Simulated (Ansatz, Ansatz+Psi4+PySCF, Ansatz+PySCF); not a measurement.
```
atom    x (Å)    y (Å)    z (Å)
   C  -1.2608   0.0000   0.0123
   N   1.3133   0.0000  -0.1368
   H  -1.5840   0.9085  -0.4847
   H  -1.4637  -0.0046   1.0773
   H  -1.5848  -0.9039  -0.4927
   H   0.0431  -0.0001  -0.1517
   H   1.4805   0.8056   0.4677
   H   1.4806  -0.8055   0.4678
```

Basis set: cc-pVTZ (spherical functions). Frozen core: 2 orbitals. Correlation on ROHF uses semicanonical orbitals with singles. Charge 0, multiplicity 2.

Computed with Ansatz (development build ahead of 0.2.0); each method stands on the lowest determinant of its kind that the runs found.

The atomization energy at this shape (free ground-state atoms in the same class of orbitals less the molecule, no zero-point energy) of doublet CH6N:

```json
{"method": "ROHF-MP2", "atomization energy": "24.81 eV"}
{"method": "UHF-MP2", "atomization energy": "24.62 eV"}
{"method": "ROHF", "atomization energy": "17.73 eV"}
```

Question: What does UHF give?

Answer: 17.89 eV.
